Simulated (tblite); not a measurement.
Coumarin, C9H6O2.
Z-matrix (Å and degrees, GFN2-xTB geometry), rows numbered from 1:
```
O 
C   1  1.2044
C   2  1.4573  1  125.14
C   3  1.3447  2  121.67  1  -179.88
C   4  1.4335  3  120.01  2    -0.01
C   5  1.3987  4  123.64  3   179.95
C   6  1.3759  5  120.41  4   179.87
C   7  1.3930  6  120.10  5    -0.01
C   8  1.3784  7  120.64  6     0.07
C   9  1.3940  8  119.58  7    -0.05
O  10  1.3513  5  121.87  4     0.14
H   3  1.0781  2  115.50  1     0.14
H   4  1.0810  3  121.45  2  -179.98
H   6  1.0799  5  118.81  4    -0.13
H   7  1.0793  6  120.10  5   179.99
H   8  1.0792  7  119.73  6  -179.94
H   9  1.0781  8  121.73  7   179.97
```

Level: GFN2-xTB in tblite, geometry and Hessian alike; calculated harmonic values, unscaled, isolated species. This tight-binding method is rough: wavenumbers can miss measured ones by several per cent, in bad cases by 10 to 20.

**Question.** How many normal modes are there?

**Answer.** 17 atoms, non-linear: 3N − 6 = 45.

**Question.** What is the point group of the computed structure, and how do the modes divide by symmetry?

**Answer.** Cs. The vibrations span 31 a′ + 14 a″.

**Question.** How many distinct wavenumbers does the calculation give?

**Answer.** 45: Cs has no degenerate species.

**Question.** How many fundamentals are allowed in the infrared by symmetry?

**Answer.** 45 of 45: in Cs every mode is allowed. All fundamentals are allowed in the Raman spectrum.

**Question.** Which of the modes above 1550 cm⁻¹ are stretches that can be named?

**Answer.** C=O 1745; aromatic C–H 3071, 3085, 3093, 3102, 3115, 3117; not assigned to one kind of bond 1552, 1595, 1624 cm⁻¹.

**Question.** Zero-point energy?

**Answer.** Half the sum of the wavenumbers, 27014 cm⁻¹, or 77.2 kcal/mol from 45 modes; those above 1550 cm⁻¹ give 35.9 kcal/mol of it.

**Question.** Give the mode at 3116.6 cm⁻¹ as a wavelength, a frequency, a period and a quantum of energy.

**Answer.** 3.209 μm, 93.43 THz, 10.7 fs, 386.4 meV or 37.28 kJ/mol.

**Question.** Treat the C=O stretch at 1745 cm⁻¹ as a diatomic oscillator. What force constant follows?

**Answer.** With μ = 6.856 u, k = μ(2πcν̃)² = 1230 N/m; the bond's atoms carry 98 % of the mode, and this is an estimate.

Run on an Arm Neoverse N1 with one thread (shared host). The figure is for the frequency step alone.
